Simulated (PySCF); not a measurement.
Molecule: `C(CC)(F)(F)F`, C$_{3}$H$_{5}$F$_{3}$.

Numbering as in the mapped SMILES `[CH3:1][CH2:2][C:3]([F:4])([F:5])[F:6]`. Hydrogens are named by the atom that carries them.

Geometry PBE0-D3(BJ)/def2-SVP throughout; GIAO in PySCF 2.14.0 with density-fitted response routines, gas phase, one conformer, non-relativistic; equivalent atoms averaged; basis pcSseg-2.

For orientation, mPW1PW91 gives these shifts δ (against TMS, CFCl3 at the same level): C3 137.2, C2 31.6, C1 8.5, F4/F5/F6 -81.9, H(C2) 1.90, H(C1) 1.09 ppm.

A run gave: C3 143.5, C2 34.0, C1 9.2, F4/F5/F6 -98.4, H(C2) 1.98, H(C1) 1.13 ppm (shifts δ (against TMS, CFCl3 at the same level)).

Question: Which functional was used in that run?
A. LDA
B. PBE0
C. B97-D
D. BLYP
E. KT3

Answer: D. C3 tells them apart best: BLYP gives 143.5, B97-D gives 139.1, PBE0 gives 137.1, LDA gives 146.8, KT3 gives 135.2 ppm.
